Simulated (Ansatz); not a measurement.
## Ansatz (development build ahead of 0.2.0) run

```yaml
crystal:
  periodic: [false, false, false]
  atoms:
    - { symbol: "N", position_ang: [0.0, 0.0, -0.76194] }
    - { symbol: S, position_ang: [0.0, 0.0, 0.76194] }
basis:
  gaussian: { orbitals: "6-31G" }
magnetization:
  initial_magnetization: 1
hamiltonian:
  xc: hf
correlation:
  method: ccsd_t
  frozen_orbitals: { "N": 1, S: 5 }
```

The input is written out in the form of the current development build from the run's settings. Correlation on restricted open-shell orbitals is semicanonical, with singles.

Results

| Item | Value |
| --- | --- |
| Converged | yes |
| Reference energy | -451.80030 hartree |
| Correlation energy | -0.18525 hartree |
| Total energy | -451.98555 hartree |
